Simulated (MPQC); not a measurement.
**BH2Cl (SMILES BCl): levels of theory compared**

We compute a comparison of 6 runs (HF/3-21G, HF/def2-SVP, PBE0/3-21G, B3LYP/6-31G*, PBE0/def2-SVP, BP86/6-311+G**) of BH2Cl. 

Program for the calculation: MPQC 2.3.1.

3 further runs of the same task are left out: 3 set aside as unsound or not needed.

**1. The system as given**

BH2Cl: 4 atoms, total charge 0, spin state singlet. SMILES: `BCl`. The shape is that of a PBE0-D4/def2-TZVP optimisation.

Bond lengths: B1–Cl2 1.733 Å, B1–H3 1.190 Å, B1–H4 1.190 Å. Angles: Cl2–B1–H3 118.1°, Cl2–B1–H4 118.1°, H3–B1–H4 123.7°.

**2. Energy and forces at HF/3-21G (run 1)**

run.in

```
molecule<Molecule>: (
    symmetry = c1
    unit = angstrom
    { atoms geometry } = {
        B  [ -0.116700     0.021700    -0.075300 ]
        Cl [ 1.365000    -0.395300     0.721200 ]
        H  [ -1.106200    -0.559500     0.240400 ]
        H  [ -0.086600     0.872800    -0.906600 ]
    }
)
basis<GaussianBasisSet>: (
    name = "3-21G"
    molecule = $:molecule
    basisdir = "."
    puream = yes
)
mpqc: (
    checkpoint = no
    savestate = no
    restart = no
    do_energy = yes
    do_gradient = yes
    optimize = no
    mole<CLHF>: (
        molecule = $:molecule
        basis = $:basis
        total_charge = 0
        memory = 1000000000
        print_evals = yes
        print_npa = yes
        maxiter = 120
        value_accuracy = 1e-08
        guess_wavefunction<CLHF>: (
            molecule = $:molecule
            total_charge = 0
            memory = 1000000000
            value_accuracy = 1e-3
            basis<GaussianBasisSet>: (
                name = "STO-3G"
                molecule = $:molecule
            )
        )
    )
)
```

The basis set 3-21G is read from a file made from the Basis Set Exchange's data (not shown).

Started as:

```
$ mpqc -o run.out run.in
```

Output:

```text
MPQC: Massively Parallel Quantum Chemistry
[...]
  LUMO is    13   A =   0.067498
  total scf energy = -483.0089322825
[...]
Value of the MolecularEnergy: -483.0089322825
  Gradient of the MolecularEnergy:
      1    0.0287230913
      2   -0.0080446831
      3    0.0153995215
      4   -0.0251304225
      5    0.0070695094
      6   -0.0135055120
      7   -0.0047813140
      8   -0.0036933081
      9    0.0023988194
     10    0.0011886452
     11    0.0046684818
     12   -0.0042928289
[...]
      symmetry = c1
[...]
```

Run time: 0.22 s. Hardware: 1 thread of Arm Neoverse V1, shared host.

**3. Energy and forces at HF/def2-SVP (run 2)**

Changes to run.in since step 2:

```diff
@@ -1 +1,2 @@
+% emacs should use -*- KeyVal -*- mode
 molecule<Molecule>: (
@@ -4,6 +5,6 @@
     { atoms geometry } = {
-        B  [ -0.116700     0.021700    -0.075300 ]
-        Cl [ 1.365000    -0.395300     0.721200 ]
-        H  [ -1.106200    -0.559500     0.240400 ]
-        H  [ -0.086600     0.872800    -0.906600 ]
+        B  [ -0.116700       0.021700      -0.075300 ]
+        Cl [ 1.365000      -0.395300       0.721200 ]
+        H  [ -1.106200      -0.559500       0.240400 ]
+        H  [ -0.086600       0.872800      -0.906600 ]
     }
@@ -11,3 +12,3 @@
 basis<GaussianBasisSet>: (
-    name = "3-21G"
+    name = "def2-SVP"
     molecule = $:molecule
```

The basis set def2-SVP is read from a file made from the Basis Set Exchange's data (not shown).

Started as:

```
$ mpqc run.in > run.out
```

Output:

```text
MPQC: Massively Parallel Quantum Chemistry
[...]
  LUMO is    13   A =   0.076296
  total scf energy = -485.2048991166
[...]
Value of the MolecularEnergy: -485.2048991166
  Gradient of the MolecularEnergy:
      1    0.0070026746
      2   -0.0019304858
      3    0.0037223215
      4   -0.0095695205
      5    0.0026901596
      6   -0.0051406150
      7    0.0013757178
      8   -0.0002369053
      9    0.0005922274
     10    0.0011911281
     11   -0.0005227686
     12    0.0008260661
[...]
      symmetry = c1
[...]
```

It took 0.83 s on 1 thread of Arm Neoverse V1, shared host.

Runs 3 to 5 aren't shown in full; the table further down has their settings and results.

**4. Energy and gradient at BP86/6-311+G(d,p) (run 6)**

run.in

```
% BClH2
molecule<Molecule>: (
    symmetry = c1
    unit = bohr
    { atoms geometry } = {
        B  [ -0.22053104   0.04100706  -0.14229638 ]
        Cl [ 2.57947616  -0.74700874   1.36287048 ]
        H  [ -2.09041504  -1.05730177   0.45429016 ]
        H  [ -0.16365028   1.64935296  -1.71322570 ]
    }
)
basis<GaussianBasisSet>: (
    name = "6-311+G**"
    molecule = $:molecule
    basisdir = "."
    puream = yes
)
mpqc: (
    checkpoint = no
    savestate = no
    restart = no
    do_energy = yes
    do_gradient = yes
    optimize = no
    mole<CLKS>: (
        molecule = $:molecule
        basis = $:basis
        total_charge = 0
        memory = 1000000000
        print_evals = yes
        print_npa = yes
        maxiter = 120
        value_accuracy = 1e-08
        functional<StdDenFunctional>: ( name = "BP86" )
        integrator<RadialAngularIntegrator>: ( grid = xfine )
        guess_wavefunction<CLHF>: (
            molecule = $:molecule
            total_charge = 0
            memory = 1000000000
            value_accuracy = 1e-3
            basis<GaussianBasisSet>: (
                name = "STO-3G"
                molecule = $:molecule
            )
        )
    )
)
```

The basis set 6-311+G** is read from a file made from the Basis Set Exchange's data (not shown).

Started as:

```
$ mpqc -o run.out run.in
```

Output:

```text
MPQC: Massively Parallel Quantum Chemistry
[...]
  Integrated electron density error = -0.000004353693
  iter     1 energy = -485.6618422538 delta = 1.39844e-01
  Integrated electron density error = -0.000015672535
  iter     2 energy = -486.2816202679 delta = 3.90195e-02
[...]
  Integrated electron density error = 0.000000019891
  iter    13 energy = -486.3212556350 delta = 8.27706e-08
  Integrated electron density error = 0.000000019894
  iter    14 energy = -486.3212556350 delta = 2.69200e-08
  Integrated electron density error = 0.000000019894
  iter    15 energy = -486.3212556350 delta = 1.22938e-08
[...]
  LUMO is    13   A =  -0.107382
  total scf energy = -486.3212556350
[...]
  Integrated electron density error = 0.000000017353
  Total Gradient:
[...]
Value of the MolecularEnergy: -486.3212556350
  Gradient of the MolecularEnergy:
      1    0.0059620092
      2   -0.0016440895
      3    0.0031708049
      4   -0.0079935044
      5    0.0022488441
      6   -0.0042968266
      7    0.0023033554
      8    0.0015184828
      9   -0.0008973719
     10   -0.0002718602
     11   -0.0021232373
     12    0.0020233937
[...]
        symmetry = c1
[...]
```

It took 29 s on 1 thread of Arm Neoverse V1, shared host; peak memory 0.4 GiB.

**5. All runs side by side**

```
run                               level  integration grid  starting guess  energy (Eh)  HOMO energy (eV)  LUMO energy (eV)  HOMO–LUMO gap (eV)  wall time
  1                            HF/3-21G                 –          STO-3G  -483.008932            -12.07              1.84               13.91     0.22 s
  2                         HF/def2-SVP                 –          STO-3G  -485.204899            -11.86              2.08               13.94     0.83 s
  3                          PBE0/3-21G             xfine          STO-3G  -483.702498             -8.76             -1.92                6.83      4.8 s
  4  B3LYP/6-31G* (spherical functions)             xfine          STO-3G  -486.265596             -8.31             -1.76                6.55      7.5 s
  5                       PBE0/def2-SVP             xfine   huckel STO-3G  -485.908620             -8.53             -1.67                6.87      9.9 s
  6                      BP86/6-311+G**             xfine          STO-3G  -486.321256             -7.41             -2.92                4.49       29 s
```

**6. What came out**

```
                       quantity          value
            run 6: total energy  -486.32126 Eh
             run 6: HOMO energy       -7.41 eV
             run 6: LUMO energy       -2.92 eV
           run 6: HOMO–LUMO gap        4.49 eV
run 6: largest force on an atom     0.481 eV/Å
```

The HOMO–LUMO gap runs from 4.49 eV (BP86/6-311+G**) to 13.94 eV (HF/def2-SVP). The two ends differ in method and basis. Totals of different functionals can't be ranked against each other. All runs together took 53 s, the longest 29 s.
